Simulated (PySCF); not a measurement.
CH, SMILES [CH] (connectivity only; charge and spin as stated), charge +1, multiplicity 1. The structure is a stationary point at B3LYP-D3(BJ)/def2-TZVPD.

TDDFT-ωB97X/def2-TZVPD (PySCF) puts the lowest singlet excitations at 2.89, 2.89, 12.92, 13.44, 13.44, 16.06 eV and the lowest triplet (TDA) at 1.00 eV.

Question: What are the lowest singlet roots from EOM-CCSD/aug-cc-pVDZ (PySCF)? (The exact figures need the calculation; the answer reports its results.)

Answer: 3.19, 3.19, 7.78, 7.78, 8.94, 13.28 eV; triplets 0.00, 0.00, 1.16 eV. S1 differs by 0.31 eV (second minus first; roots are paired by order, and the bases may differ).
